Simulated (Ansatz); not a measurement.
Run this with Ansatz's Python interface and show what comes out.

Script `run_opt.py`:
```python
# -*- coding: utf-8 -*-
"""Relax the C4H7N molecule."""

import ansatz as az
import numpy as np


def main():
    geometry = (
        az.Crystal.molecule()
        .atom("C", (-1.3008, -0.4707, 0.3993))
        .atom("C", (-0.0104, 0.0292, -0.1034))
        .atom("C", (1.1154, -0.8606, 0.2284))
        .atom("C", (0.2157, 1.1266, -0.8132))
        .atom("N", (0.2761, 2.0803, -1.4668))
        .atom("H", (-2.1437, 0.2915, 0.1085))
        .atom("H", (-1.32, -0.5122, 1.4826))
        .atom("H", (-1.56, -1.3852, -0.0469))
        .atom("H", (1.2426, -0.9491, 1.3706))
        .atom("H", (2.0984, -0.4638, -0.1131))
        .atom("H", (0.9929, -1.8565, -0.1704))
        .atom("H", (0.471, 2.9152, -0.8416))
    )

    base = (
        geometry.calculation()
        .basis(gaussian="def2-SVP")
        .functional("cam_b3lyp")
    )
    symbols = [site.symbol for site in geometry.cartesian_sites]
    start = np.array([site.position_ang for site in geometry.cartesian_sites], dtype=float)
    def progress(event):
        if event["event"] == "relax_step":
            row = event["data"]
            print(f"step {row['step']:3d}  E = {row['lagrangian_ev']:.6f} eV  largest force component {row['allowed_force_max_ev_ang']:.4f} eV/A")


    summary = base.relax(force_tolerance=0.01).session().plan().execute(on_event=progress).report
    end = np.array(summary["positions_ang"])

    print("reference energy %16.6f eV" % summary["reference_energy_ev"])
    print("total energy     %16.6f eV" % summary["free_energy_ev"])
    print("occupied orbitals outside the frozen core (up, down):", summary["n_occupied"], " frozen:", summary["n_frozen"], " virtual:", summary["n_virtual"])

    print("final positions (A) and the move of each atom")
    for symbol, xyz, old in zip(symbols, end, start):
        print(f"{symbol:2s} {xyz[0]:10.5f} {xyz[1]:10.5f} {xyz[2]:10.5f}   {np.linalg.norm(xyz - old):7.4f}")


if __name__ == "__main__":
    main()
```

Running `python run_opt.py` prints:
```text
step   1  E = -5742.692119 eV  largest force component 7.2496 eV/A
step   2  E = -5743.284869 eV  largest force component 1.1385 eV/A
step   3  E = -5743.284211 eV  largest force component 0.9230 eV/A
step   4  E = -5743.335377 eV  largest force component 0.4506 eV/A
step   5  E = -5743.345984 eV  largest force component 0.2628 eV/A
step   6  E = -5743.348372 eV  largest force component 0.2928 eV/A
step   7  E = -5743.349649 eV  largest force component 0.0292 eV/A
step   8  E = -5743.349683 eV  largest force component 0.0074 eV/A
reference energy     -5743.349801 eV
total energy         -5743.349801 eV
occupied orbitals outside the frozen core (up, down): [19, 19]  frozen: 0  virtual: [86, 86]
final positions (A) and the move of each atom
C    -1.36054   -0.42791    0.39136    0.0739
C     0.00543    0.00936   -0.07311    0.0395
C     1.18100   -0.87528    0.25541    0.0724
C     0.16772    1.13574   -0.73267    0.0942
N     0.30141    2.12247   -1.45129    0.0516
H    -2.14624    0.27851    0.09127    0.0217
H    -1.39067   -0.52581    1.48965    0.0723
H    -1.61369   -1.41550   -0.02923    0.0641
H     1.28936   -0.99742    1.34632    0.0715
H     2.12487   -0.47360   -0.13726    0.0372
H     1.03754   -1.88231   -0.17069    0.0516
H     0.48101    2.99646   -0.94576    0.1325
```

Notes:
- Total energies depend on the basis set; only differences at equal settings carry meaning.
- The end point is the stationary point reached from this start; no frequency run checks that it is a minimum, and the basis set is modest.
- Wall time of the script: 46 s on 1 thread of Arm Neoverse V2 (shared host), peak memory 0.33 GiB.
